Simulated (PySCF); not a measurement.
AlH2(OH).
SMILES: `[OH][AlH2]`

Method: TDDFT CAM-B3LYP/def2-SVPD, vertical, gas phase, core orbitals frozen in the response in PySCF 2.14.0, density-fitted response routines. Geometry: PBE0-D3(BJ)/def2-SVP; no solvent, vibrations or thermal averaging.

Computed singlets with f of 0.002 or more:

| state | E (eV) | f |
| --- | --- | --- |
| S2 | 7.03 | 0.014 |
| S4 | 7.84 | 0.046 |
| S5 | 7.98 | 0.073 |
| S6 | 8.03 | 0.024 |
| S7 | 8.31 | 0.163 |
| S8 | 8.48 | 0.179 |
| S9 | 8.73 | 0.262 |
| S10 | 9.06 | 0.0040 |
| S11 | 9.37 | 0.099 |
| S12 | 9.73 | 0.103 |
| S13 | 9.85 | 0.015 |
| S14 | 9.91 | 0.189 |
| S15 | 9.94 | 0.139 |

Question: Turn these into Einstein A coefficients, radiative lifetimes, transition dipoles and integrated cross-sections.

Answer: A / s⁻¹ = 0.6670 f (ν̃ / cm⁻¹)² and τ = 1/A in vacuum; |μ| follows from f = (2/3) ΔE |μ|² (atomic units, 1 au = 2.5417 D); ∫σ dE = 109.76 f Mb·eV.

| state | A (s⁻¹) | τ | \|μ\| (D) | ∫σ dE (Mb·eV) |
| --- | --- | --- | --- | --- |
| S2 | 2.9×10⁷ | 34 ns | 0.72 | 1.5 |
| S4 | 1.2×10⁸ | 8.1 ns | 1.25 | 5.1 |
| S5 | 2.0×10⁸ | 5 ns | 1.55 | 8 |
| S6 | 6.6×10⁷ | 15 ns | 0.88 | 2.6 |
| S7 | 4.9×10⁸ | 2 ns | 2.28 | 18 |
| S8 | 5.6×10⁸ | 1.8 ns | 2.36 | 20 |
| S9 | 8.7×10⁸ | 1.2 ns | 2.81 | 29 |
| S10 | 1.4×10⁷ | 70 ns | 0.34 | 0.44 |
| S11 | 3.8×10⁸ | 2.7 ns | 1.67 | 11 |
| S12 | 4.2×10⁸ | 2.4 ns | 1.67 | 11 |
| S13 | 6.4×10⁷ | 16 ns | 0.64 | 1.7 |
| S14 | 8.0×10⁸ | 1.2 ns | 2.24 | 21 |
| S15 | 6.0×10⁸ | 1.7 ns | 1.92 | 15 |

Leading configurations: S2 H→L+1 (76%); S4 H-1→L (95%); S5 H→L+2 (77%); S6 H-1→L+1 (81%); S7 H-2→L+1 (50%); S8 H→L+3 (82%); S9 H-3→L (90%); S10 H→L+4 (54%); S11 H→L+5 (92%); S12 H-1→L+3 (54%); S13 H-1→L+2 (57%); S14 H-3→L+1 (75%); S15 H-2→L+3 (43%) (H = HOMO, L = LUMO).

The rates are for emission to S0 at the absorption energy, with no other channel.

Question: Which computed singlets stay under f = 0.002?

Answer: S1 (5.68 eV, f 0.0000) and S3 (7.51 eV, f 0.0000).

Question: How much energy does a mole of photons resonant with S9 carry?

Answer: 8.729 eV × 96.485 = 842 kJ/mol (201 kcal/mol).

Question: Suppose S2 emitted 0.3 eV lower with the same transition dipole. How would A change?

Answer: At fixed |μ|, A goes as the cube of the energy: (6.73/7.03)³ = 0.88, which makes τ about 39 ns.

The run took 2.0 s on one thread, x86-64 server, no GPU, shared host.
